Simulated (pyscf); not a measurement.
Optimised with ωB97X-D3(BJ)/def2-SVP in PySCF.

Q: What is the homolytic dissociation enthalpy (298 K, ωB97M-D3(BJ)/def2-TZVP) of the C–O bond of H₃C–CH(CH₃)–O–Mg–OH, to H₃C–CH•–CH₃ + •O–Mg–OH?

A: C–O to H₃C–CH•–CH₃ + •O–Mg–OH: 4.19 eV. The 7 functionals that were run give +3.98 (r²SCAN) to +4.33 eV (M06-2X). The radicals are drawn with the spin at the cut bond; how far it spreads was not checked. Other isomers of H₃C–CH•–CH₃, •O–Mg–OH were not searched in full and may lie lower. The term symbol of open-shell •O–Mg–OH was not checked; spin-orbit terms are left out.
